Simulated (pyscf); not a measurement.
H₂N–NH–InH₂ (SMILES N[NH][InH2]) + H₂ (SMILES [H][H]) → H₂N–NH₂ (SMILES NN) + InH₃ (SMILES [InH3]) (four-centre exchange; singlet surface; In–N, H–H broken, H–N, H–In formed). PySCF, gas phase, ωB97X-D3(BJ)/def2-SVP geometries. Energies in kcal/mol from the separated reactants.

```
level                   barrier  reaction energy
----------------------  -------  ---------------
ωB97X-D3(BJ)/def2-TZVP     17.7             -0.5
PBE/def2-TZVP              15.3             -0.1
B3LYP-D3(BJ)/def2-TZVP     18.0             -0.4
M06-2X/def2-TZVP           18.1             +1.8
ωB97M-D3(BJ)/def2-TZVP     18.0             -3.0
HF/def2-TZVP               27.0             -8.9
```

The functionals in the table span 2.7 kcal/mol in this barrier, from PBE to M06-2X. On the product side the descent ends in an adduct with a In–N contact, 22.8 kcal/mol under the separated species and 41.0 kcal/mol under the saddle at ωB97X-D3(BJ)/def2-TZVP. What is counted as broken (In–N) persists as a longer contact in the product adduct; parting that adduct is a step of its own. At the saddle there is also a short H–In contact that neither side keeps. H₂N–NH–InH₂ lies 43.7 kcal/mol over its isomer H₂N–InH–NH₂ (electronic energy, ωB97M-D3(BJ)/def2-TZVP). One saddle was located; it need not be the lowest between these sides. Elements past Kr carry the def2 core potentials, without spin-orbit coupling.
